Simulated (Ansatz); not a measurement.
```yaml
crystal:
  periodic: [false, false, false]
  atoms:
    - {symbol: C, position_ang: [-0.577777, 0.535957, 1.073003]}
    - {symbol: C, position_ang: [0.547614, 0.111543, 0.207879]}
    - {symbol: O, position_ang: [0.744759, 0.464190, -1.193651]}
    - {symbol: C, position_ang: [0.064509, -0.499379, -1.037378]}
    - {symbol: F, position_ang: [0.850100, -1.804465, -1.443783]}
    - {symbol: H, position_ang: [-1.335656, 0.775525, 0.294487]}
    - {symbol: H, position_ang: [-1.157624, 0.196619, 1.784286]}
    - {symbol: H, position_ang: [-0.013193, 1.304340, 1.492528]}
    - {symbol: H, position_ang: [1.380954, -0.324373, 0.826657]}
    - {symbol: H, position_ang: [-0.782190, -0.790705, -1.622814]}
basis:
  gaussian: {orbitals: ANO-RCC-VTZP, final_grid: {core_spheres: 20, valence_spheres: 16, degree: 47}, point_charges: [{charge: 2.00, position_ang: [5.239, -0.073, 0.334]}]}
total_charge: -1
magnetization: {spin_polarized: true, initial_magnetization: 1}
hamiltonian: {xc: {name: B97}}
output: {forces: true}
```

```sh
$ ansatz run in.yaml --threads 4 --pin off --events-out ev --progress --plain --max-ram 10444MiB
```

Shortened log:

```
Functional definition: B97
1353 factors; their error is unknown
mean field evaluation 1: about -7962.4966 eV, gradient 2.8e1 eV
mean field evaluation 2: about -7961.0059 eV, gradient 3.2e1 eV
mean field evaluation 4: about -7966.0586 eV, gradient 2.9e0 eV
mean field evaluation 8: about -7966.0914 eV, gradient 8.4e-2 eV
mean field evaluation 16: about -7966.0791 eV, gradient 3.8e-4 eV
a density is far from that of the atoms, so the factors are made again for it
1335 factors; integrals over basis functions are off by at most 8.0e-4 eV
mean field -7966.07884003 eV, -292.7479977688 hartree, gradient 4.0e-5 eV, S^2 0.750111; 0 other end points of the search recorded, 0 dependent functions left out
reference -7966.07890944 eV, -292.7480003196 hartree; 21, 20 occupied and 199, 200 virtual orbitals, 1335 factors
Total energy: -7966.07890944 eV, -292.7480003196 hartree
Relativity: scalar
Atom 0 at    -0.577777     0.535957     1.073003 Å, force     1.759248     4.490223    -5.619374 eV/Å
Atom 1 at     0.547614     0.111543     0.207879 Å, force    -0.403811    -5.762869     1.642104 eV/Å
Atom 2 at     0.744759     0.464190    -1.193651 Å, force     4.799071     9.701231    -0.800527 eV/Å
Atom 3 at     0.064509    -0.499379    -1.037378 Å, force    -1.217934   -10.934162     0.132244 eV/Å
Atom 4 at     0.850100    -1.804465    -1.443783 Å, force    -0.424411     1.121236     0.673637 eV/Å
Atom 5 at    -1.335656     0.775525     0.294487 Å, force    -0.023828     1.347637     0.843097 eV/Å
Atom 6 at    -1.157624     0.196619     1.784286 Å, force    -1.459880    -4.122865     3.653421 eV/Å
Atom 7 at    -0.013193     1.304340     1.492528 Å, force    -0.503781     2.714744     1.295397 eV/Å
Atom 8 at     1.380954    -0.324373     0.826657 Å, force     1.358410     1.331806    -2.601651 eV/Å
Atom 9 at    -0.782190    -0.790705    -1.622814 Å, force    -1.156181     0.478532     0.429257 eV/Å
Dipole moment:    -3.028150     0.703294    -1.044977 e Å
```

Hardware: 4 threads of an Arm Neoverse V1 on a shared host. Wall time 32 s, peak host memory 0.85 GiB.
